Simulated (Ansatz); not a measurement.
```yaml
crystal:
  periodic: [false, false, false]
  atoms:
    - {symbol: O, position_ang: [0.447507, -1.567606, -0.608064]}
    - {symbol: C, position_ang: [-0.595934, -0.871895, -0.017031]}
    - {symbol: O, position_ang: [-0.144617, 0.198961, 0.792378]}
    - {symbol: C, position_ang: [0.377342, 1.245562, 0.099835]}
    - {symbol: F, position_ang: [-0.614931, 1.992049, -0.449087]}
    - {symbol: F, position_ang: [1.023728, 2.019608, 0.977919]}
    - {symbol: H, position_ang: [0.944812, -2.022152, 0.078658]}
    - {symbol: H, position_ang: [-1.187828, -1.490297, 0.661211]}
    - {symbol: H, position_ang: [-1.223955, -0.499931, -0.829380]}
    - {symbol: H, position_ang: [1.056874, 0.944603, -0.703337]}
basis:
  gaussian: {orbitals: ANO-RCC-VTZP}
total_charge: 1
magnetization: {spin_polarized: true, initial_magnetization: 5}
hamiltonian: {xc: {name: B2PLYP}}
accuracy: high
```

```sh
$ ansatz run in.yaml --threads 4 --pin off --events-out ev --progress --plain --max-ram 10444MiB
```

It prints (some lines left out):

```
Functional definition: B2PLYP
4684 factors; integrals over basis functions are off by at most 3.0e-9 eV
mean field evaluation 1: about -11621.9732 eV, gradient 4.2e1 eV
mean field evaluation 2: about -11622.1235 eV, gradient 4.1e1 eV
mean field evaluation 4: about -11629.0966 eV, gradient 1.2e1 eV
mean field evaluation 8: about -11630.5432 eV, gradient 1.3e0 eV
mean field evaluation 16: about -11630.6700 eV, gradient 6.8e-2 eV
mean field evaluation 32: about -11630.6703 eV, gradient 1.1e-4 eV
mean field -11630.67034395 eV, -427.4192515888 hartree, gradient 6.8e-8 eV, S^2 8.766749; 2 other end points of the search recorded, 0 dependent functions left out
6 core orbitals not correlated: weight in the atoms' cores, before any rotation towards them, 1.000 or more for the frozen orbitals, at most 0.000 for the correlated occupied ones
reference -11630.67037196 eV, -427.4192526179 hartree; 21, 16 occupied and 209, 214 virtual orbitals, 4684 factors
second order -40.96905867 eV of doubles, -0.00000000 eV of singles
Total energy: -11641.73201780 eV, -427.8257606047 hartree
Relativity: scalar
```

In this input the spin is set far too high for this molecule. The run converged. The result belongs to that input, not to the molecule as meant.
